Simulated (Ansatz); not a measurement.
# SiHF2 (SMILES F[SiH]F): UB3LYP/STO-3G

What is the energy change on altering one bond length of SiHF2 at UB3LYP/STO-3G? 

The results are computed with Ansatz 0.2.0.

66 further runs of the same task are left out: 9 that didn't finish, 57 set aside as unsound or not needed.

## Step 1: The molecule

SiHF2 has 4 atoms, charge 0, and is taken as a doublet. As SMILES, `F[SiH]F`. Geometry: relaxed at GFN2-xTB.

Bond lengths: F1–Si2 1.606 Å, Si2–F3 1.606 Å, Si2–H4 1.439 Å. Angles: F1–Si2–F3 100.4°, F1–Si2–H4 108.7°, F3–Si2–H4 108.6°.

## Step 2: The energy at UB3LYP/STO-3G

Contents of molecule.yaml:

```yaml
crystal:
  periodic: [false, false, false]
  atoms:
    - {symbol: F, position_ang: [1.226950, 0.652980, -0.410280]}
    - {symbol: Si, position_ang: [-0.028060, -0.342890, -0.301090]}
    - {symbol: F, position_ang: [-1.234200, 0.716240, -0.252780]}
    - {symbol: H, position_ang: [0.035310, -1.026330, 0.964150]}
basis:
  gaussian:
    orbitals: STO-3G
magnetization:
  spin_polarized: true
  initial_magnetization: 1
hamiltonian:
  xc: {name: B3LYP}
accuracy: high
```

On the command line:

```
$ ansatz run molecule.yaml --threads 1 --pin off --max-ram 2610MiB --events-out events.jsonl --progress --plain --runs-dir runs
```

Log:

```text
Warning: RAYON_NUM_THREADS=1 ignored (pool sized by the plan → 1); use --threads N
Functional definition: B3LYP
  name "B3LYP"
  parameter a0 = 0.2
  parameter ax = 0.72
  parameter ac = 0.81
  exchange = (1 - a0 - ax)*slater_x + ax*b88_x + a0*exact_x
  correlation = (1 - ac)*vwn_rpa_c + ac*lyp_c
361 factors; integrals over basis functions are off by at most 3.0e-8 eV
mean field evaluation 1: about -13154.2821 eV, gradient 1.4e1 eV
mean field evaluation 2: about -13153.3258 eV, gradient 2.0e1 eV
mean field evaluation 4: about -13155.9642 eV, gradient 1.9e-1 eV
mean field evaluation 8: about -13155.9627 eV, gradient 5.4e-3 eV
mean field evaluation 16: about -13155.9627 eV, gradient 3.8e-8 eV
mean field -13155.96266611 eV, -483.4727105479 hartree, gradient 3.8e-8 eV, S^2 0.751556; 0 other end points of the search recorded, 0 dependent functions left out
reference -13155.96268703 eV, -483.4727113167 hartree; 17, 16 occupied and 3, 4 virtual orbitals, 361 factors
Total energy: -13155.96268703 eV, -483.4727113167 hartree
```

It took 1.4 s on 1 thread of Intel Xeon 6975P-C (Granite Rapids), shared host; peak memory 0.13 GiB.

## Step 3: The distorted shape

Contents of input.yaml:

```yaml
crystal:
  periodic: [false, false, false]
  atoms:
    - {symbol: F, position_ang: [1.540700, 0.901946, -0.437577]}
    - {symbol: Si, position_ang: [-0.028060, -0.342890, -0.301090]}
    - {symbol: F, position_ang: [-1.234200, 0.716240, -0.252780]}
    - {symbol: H, position_ang: [0.035310, -1.026330, 0.964150]}
basis:
  gaussian: {orbitals: STO-3G}
magnetization: {spin_polarized: true, initial_magnetization: 1}
hamiltonian: {xc: {name: B3LYP}}
accuracy: high
```

On the command line:

```
$ ansatz run input.yaml --threads 1 --pin off --max-ram 2610MiB --events-out events.jsonl --progress --plain --runs-dir runs
```

Log, shortened:

```text
Warning: RAYON_NUM_THREADS=1 ignored (pool sized by the plan → 1); use --threads N
[... 7 set-up lines as earlier in the session ...]
353 factors; integrals over basis functions are off by at most 3.2e-8 eV
mean field evaluation 1: about -13151.4742 eV, gradient 1.8e1 eV
mean field evaluation 2: about -13122.0301 eV, gradient 6.5e1 eV
mean field evaluation 4: about -13154.5755 eV, gradient 5.2e0 eV
mean field evaluation 8: about -13154.7977 eV, gradient 6.5e-2 eV
mean field evaluation 16: about -13154.7979 eV, gradient 1.9e-5 eV
mean field -13154.79786891 eV, -483.4299050403 hartree, gradient 7.1e-8 eV, S^2 0.758816; 0 other end points of the search recorded, 0 dependent functions left out
reference -13154.79789025 eV, -483.4299058245 hartree; 17, 16 occupied and 3, 4 virtual orbitals, 353 factors
Total energy: -13154.79789025 eV, -483.4299058245 hartree
```

Wall time 1.2 s (1 thread of Intel Xeon 6975P-C (Granite Rapids), shared host); peak memory 0.14 GiB.

## Step 4: Results

Level: UB3LYP/STO-3G.

```
                                                          quantity          value
                                         first shape: total energy  -483.47271 Eh
                                                 first shape: ⟨S²⟩          0.752
                                     distorted shape: total energy  -483.42991 Eh
                                             distorted shape: ⟨S²⟩          0.759
energy change with the F1–Si2 bond stretched from 1.606 to 2.007 Å       1.165 eV
```

**Reading.** With the F1–Si2 bond stretched from 1.606 to 2.007 Å the energy rises by 1.16 eV (112 kJ/mol). The first shape isn't relaxed at this level, so the change isn't measured from a minimum. The minimal basis adds a large error of its own.
